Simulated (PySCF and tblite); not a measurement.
Values are calculated unless marked as measured or tabulated.
C₆H₅F, numbered as in [CH2:1]=[C:2]1[CH:3]=[CH:4][C:5]([F:6])=[CH:7]1.

Free energies: B3LYP-D3(BJ)/def2-TZVP (IEF-PCM, chloroform) on GFN2-xTB structures plus GFN2-xTB thermal terms, symmetry and mirror images included. Conformers within 2.5 kcal/mol (GFN2-xTB free energy) were kept, 5 at most. GIAO shieldings: KT3/pcSseg-1 (IEF-PCM, chloroform). Shifts are against TMS (¹H), TMS (¹³C) at the same level; of two unlike H on one atom, a is the less shielded. Programs: PySCF with density fitting and tblite.

Problem. List the conformer-averaged shifts at 298.15 K.

Solution. ¹H: 6.38 (H4, 1H), 6.17 (H3, 1H), 6.16 (H1a, 1H), 6.10 (H1b, 1H), 5.55 (H7, 1H) ppm. ¹³C: 168.3 (C5), 143.0 (C2), 124.9 (C1), 121.3 (C4), 119.7 (C3), 94.6 (C7) ppm.

Shifts are unscaled: against experiment ¹³C can be off by 15 ppm or more and ¹H by 0.8 ppm.
